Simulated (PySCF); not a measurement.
**SiF₂ + H₂O → SiF(OH) + HF**

Level: PBE0 in the def2-TZVP basis family, all electrons, no relativity, computed in PySCF with density fitting; open shells unrestricted.

```csv
species,state and structure,E (Eh),ZPE (kJ/mol),H(298 K) − H(0) (kJ/mol),S° (J/(mol K))
SiF₂,"singlet, C2v, Si–F 1.601 Å (×2); F–Si–F 100.6°",-489.06017,12.3,11.2,256.9
H₂O,"singlet, C2v, O–H 0.960 Å (×2); H–O–H 105.1°",-76.37736,56.5,9.9,188.7
SiF(OH),"singlet, Cs, O–H 0.963 Å, Si–F 1.620 Å, Si–O 1.637 Å; F–Si–O 101.5°, H–O–Si 120.2°",-465.03346,42.8,12.1,266.7
HF,"singlet, C∞v, H–F 0.920 Å",-100.39188,24.9,8.7,173.6
```

What is the electronic reaction energy?

At PBE0/def2-TZVP, ΔE = 32.0 kJ/mol from the differences of the total energies times 2625.5, uphill. 

Add zero-point, thermal and entropy terms for 298.15 K and 1 bar.

ΔZPE = -1.1 and Δ[H(298) − H(0)] = -0.3 kJ/mol give ΔH° = 30.6 kJ/mol. ΔS° = -5.3 J/(mol K), so ΔG° = 30.6 − 298.15 × (-0.0053) = 32 kJ/mol and log₁₀K = -5.6.

The structures come from searches over a few start shapes, so lower isomers are not excluded.
